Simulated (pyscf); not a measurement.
H₂O (SMILES O) + HO–In(Cl)–Cl (SMILES [OH][In]([Cl])[Cl]) → HO–In(Cl)–Cl (SMILES [OH][In]([Cl])[Cl]) + H₂O (SMILES O) (four-centre exchange; singlet surface; H–O, In–O broken, In–O, H–O formed). Optimised with ωB97X-D3(BJ)/def2-SVP in PySCF. Energies in kJ/mol from the separated reactants.

```csv
level,barrier,reaction energy
ωB97X-D3(BJ)/def2-TZVP,-60.6,0.0
PBE/def2-TZVP,-54.7,0.0
r²SCAN/def2-TZVP,…,0.0
B3LYP-D3(BJ)/def2-TZVP,-52.7,0.0
ωB97M-D3(BJ)/def2-TZVP,-53.9,0.0
HF/def2-TZVP,…,0.0
```

**Question.** Complete the blanks.

**Answer.** 
- r²SCAN/def2-TZVP, barrier: -65.5
- HF/def2-TZVP, barrier: -15.5

On the reactant side the descent ends in an adduct with a In–O contact, 92.5 kJ/mol under the separated species and 31.9 kJ/mol under the saddle at ωB97X-D3(BJ)/def2-TZVP. On the product side the descent ends in an adduct with a In–O contact, 92.5 kJ/mol under the separated species and 31.9 kJ/mol under the saddle at ωB97X-D3(BJ)/def2-TZVP. At ωB97X-D3(BJ)/def2-TZVP, PBE, r²SCAN, B3LYP-D3(BJ), ωB97M-D3(BJ)/def2-TZVP, HF the saddle lies under the separated reactants, which points to a path from their complex (located at ωB97X-D3(BJ) alone). At ωB97X-D3(BJ)/def2-TZVP, PBE, r²SCAN, B3LYP-D3(BJ), ωB97M-D3(BJ)/def2-TZVP, HF the saddle lies under the separated products, which points to a path from their complex (located at ωB97X-D3(BJ) alone). What is counted as formed (In–O) is already present as a longer contact in the reactant adduct; forming that adduct is a step of its own. What is counted as broken (In–O) persists as a longer contact in the product adduct; parting that adduct is a step of its own. One saddle was located; it need not be the lowest between these sides. Elements past Kr carry the def2 core potentials, without spin-orbit coupling.
